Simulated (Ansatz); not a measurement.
The input, for Ansatz 0.2.0:

```yaml
crystal:
  periodic: [false, false, false]
  atoms:
    - {symbol: Zn, position_ang: [0.000000, 0.000000, 0.000000]}
    - {symbol: C, position_ang: [0.000000, 0.000000, 1.888400]}
basis:
  gaussian: {orbitals: def2-SVP}
total_charge: 1
magnetization: {spin_polarized: true, initial_magnetization: 1}
correlation: {method: bccd_t, electrons: valence}
scf: {omitted_lower_state_checks: [cluster_reference]}
```

```sh
$ ansatz run in.yaml --threads 1 --pin off --events-out ev --progress --plain --max-ram 2393MiB
```

Log:

```
these checks for a lower state are left out or cut short: cluster_reference
440 factors; integrals over basis functions are off by at most 1.4e-3 eV
mean field evaluation 1: about -49384.7606 eV, gradient 1.5e1 eV
mean field evaluation 2: about -49384.7941 eV, gradient 1.5e1 eV
mean field evaluation 4: about -49386.0225 eV, gradient 1.8e0 eV
mean field evaluation 8: about -49386.0525 eV, gradient 5.0e-1 eV
mean field evaluation 16: about -49386.4839 eV, gradient 5.5e-3 eV
mean field evaluation 32: about -49386.5059 eV, gradient 6.0e-4 eV
mean field evaluation 64: about -49386.4840 eV, gradient 1.2e-6 eV
mean field evaluation 96: about -49377.1490 eV, gradient 1.6e0 eV
mean field evaluation 128: about -49384.1308 eV, gradient 9.0e-2 eV
mean field evaluation 160: about -49372.0695 eV, gradient 2.2e1 eV
...
cycle  37  -10.98168533 eV  change   -1.8e-4 eV  update   1.1e-4
cycle  38  -10.98175426 eV  change   -6.9e-5 eV  update   9.6e-5
cycle  39  -10.98164427 eV  change    1.1e-4 eV  update   8.7e-5
cycle  40  -10.98180114 eV  change   -1.6e-4 eV  update   6.7e-5
cycle  41  -10.98155902 eV  change    2.4e-4 eV  update   5.9e-5
cycle  42  -10.98157886 eV  change   -2.0e-5 eV  update   3.6e-5
cycle  43  -10.98153977 eV  change    3.9e-5 eV  update   2.1e-5
cycle  44  -10.98156942 eV  change   -3.0e-5 eV  update   1.3e-5
cycle  45  -10.98160863 eV  change   -3.9e-5 eV  update   7.9e-6
cycle  46  -10.98160057 eV  change    8.1e-6 eV  update   4.7e-6
perturbative correction -0.49983759 eV, -0.0183686927 hartree
Total energy: -49397.98738024 eV, -1815.3425530655 hartree
Checks for a lower state left out: cluster_reference
```

Ran on 1 thread of AMD EPYC, shared host: 21 s wall, 0.17 GiB peak host memory.
